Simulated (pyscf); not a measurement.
Structures and frequencies: ωB97X-D3(BJ)/def2-SVP in PySCF. Correlated levels are frozen-core, on RHF or UHF. ΔMP2 is the change of the MP2 total energy from the triple- to the quadruple-zeta basis.

**Question.** How much does it cost (ΔH, 298 K, CCSD(T)/def2-TZVPP + ΔMP2(QZVPP)) to split H₃C–O–GaH₂ at its C–O bond into CH₃• + •O–GaH₂?

**Answer.** C–O to CH₃• + •O–GaH₂: 3.88 eV. The radicals are drawn with the spin at the cut bond; how far it spreads was not checked. H₃C–O–GaH₂ lies 0.95 eV over its isomer H₃C–GaH–OH, and others may lie lower still (electronic energy, ωB97M-D3(BJ)). •O–GaH₂ lies 1.58 eV over its isomer [HO–GaH]•, and others may lie lower still (electronic energy, ωB97M-D3(BJ)). The CCSD(T) − MP2 part came from Ansatz, without density fitting, on the same reference. The frozen core leaves the outer d or s,p core shells of the metals and heavy elements correlated in the MP2 and CC values, and def2-TZVPP describes them poorly, which can shift differences by a few kcal/mol. Elements up to Kr have no core potential and no relativistic terms here.
